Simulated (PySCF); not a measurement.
Gas-phase reaction: 2 SiHCl₂ + H₂ = 2 SiHCl + 2 HCl

Method: PySCF energies (xtb for GFN2) plus ideal-gas RRHO corrections (1 bar). † marks an energy on the PBE0/def2-TZVP geometry and frequencies; other levels use their own. MP2 and CCSD(T) freeze the core. Open shells (unrestricted): SiHCl₂ (multiplicity 2); the rest are closed-shell singlets. GFN2 has no spin-polarisation term. B3LYP is the form with VWN-RPA correlation. SiHCl₂, SiHCl: computed as isolated molecules; such fragments, hydroxides, amides, oligomers or adducts are transient or little studied in the gas. MP2 isn't extrapolated to the basis-set limit; its ΔH°(298 K) is 237.1 kJ in def2-SVP and 257.4 kJ in def2-TZVPP. CCSD(T) isn't extrapolated to the basis-set limit; its ΔH°(298 K) is 191.1 kJ in def2-SVP and 213.9 kJ in def2-TZVPP. The harmonic model lacks anharmonicity and excited electronic states, which grow with temperature; levels with a mode under 35 cm⁻¹ are left out.

| level | ΔE electronic, kJ | ΔH°(298 K), kJ | ΔS°(298 K), J/K | ΔG°(800 K), kJ |
|---|---|---|---|---|
| B3LYP/def2-TZVP† | 228 | 224 | 153 | 105 |
| CCSD(T)/def2-TZVPP† | 219 | 214 | 153 | 95 |
| GFN2-xTB | 167 | 162 | 145 | 50 |
| HF/def2-TZVP† | 286 | 282 | 153 | 163 |
| MP2/def2-SVP† | 242 | 237 | 153 | 118 |
| PBE/def2-TZVP† | 253 | 249 | 153 | 130 |
| PBE0/def2-QZVP† | 262 | 257 | 153 | 138 |
| PBE0/def2-SVP† | 253 | 249 | 153 | 129 |
| r2SCAN/def2-TZVP† | 308 | 303 | 153 | 184 |
| ωB97M-V/def2-TZVP† | 223 | 218 | 153 | 99 |
ΔH° is lowest at GFN2-xTB and highest at r2SCAN/def2-TZVP†. No reference value is set beside these.
